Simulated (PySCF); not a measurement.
# C₂H₃Si−: electronic excitations and core binding energies

What electronic excitations and core binding energies should C₂H₃Si− (`C#C[SiH2-]`) show?

The runs use PySCF 2.14.0, with density-fitted response routines of our own; the level of theory stands in each step. All values are computed, except where a source is named. Atoms are numbered from 0 throughout.

### Step 1. The molecule as given

6 atoms, charge -1, multiplicity 1; geometry from: GFN2-xTB.

Bonds of the start (Å): C0–C1 1.21, C1–Si2 1.84, C0–H3 1.06, Si2–H4 1.50, Si2–H5 1.50.

### Step 2. TDDFT and polarisability: CAM-B3LYP/def2-SVPD

What the job is given:

```
{"job": {"kind": "uv", "xc": "CAM-B3LYP", "basis": "def2-SVPD", "nstates": 8, "ntriplets": 3}, "charge": -1, "multiplicity": 1}
C      1.643569    -0.080990    -0.309953
C      0.485968    -0.005838     0.031242
Si    -1.105495     0.313694     0.905677
H      2.633840    -0.184444    -0.675350
H     -1.920078     1.003381    -0.142777
H     -1.734681    -1.043813     0.942597
```

Method: TDDFT CAM-B3LYP/def2-SVPD, vertical, gas phase, core orbitals frozen in the response.

Launch:

```sh
$ OMP_NUM_THREADS=1 python probes_run.py task.json out
```

This one command runs all jobs of the session in turn.

Further steps of the session: X-ray photoelectron lines: SCAN, X2C.

**Question.** After this job, these run on its result: delta-SCF UKS SCAN, pcX-2 on the ionised atom, pcseg-1 elsewhere, spin-free X2C. Predict these results of the whole session: lowest singlet (CAM-B3LYP/def2-SVPD); brightest single state of those computed; lowest triplet; C1s binding energies, SCAN/pcX-2; Si1s binding energies, SCAN/pcX-2; Si2p binding energies, SCAN/pcX-2.

**Answer**, as computed:

```
                                quantity                        value
    lowest singlet (CAM-B3LYP/def2-SVPD)  3.45 eV (359 nm), f = 0.061
brightest single state of those computed  state 8, 6.39 eV, f = 0.195
                          lowest triplet                      3.23 eV
        C1s binding energies, SCAN/pcX-2      C1 284.57, C0 284.23 eV
       Si1s binding energies, SCAN/pcX-2               Si2 1839.47 eV
       Si2p binding energies, SCAN/pcX-2                 Si2 99.91 eV
```

**Reading.** The lowest singlet, at 3.45 eV, is HOMO→LUMO 0.71, HOMO→LUMO+1 0.26 and is bright; of the 8 states computed, the strongest absorption comes from state 8 at 6.39 eV (the last computed, so partners may be missing). The lowest triplet lies 0.22 eV below the lowest singlet (triplets in Tamm-Dancoff, singlets in full TDDFT). The lowest singlet lies above −ε(HOMO); no detachment energy was computed, so the anion's states may not be bound. The C1s levels kept as sound span 0.34 eV, from C0 (terminal alkyne carbon) up to C1 (alkyne carbon).
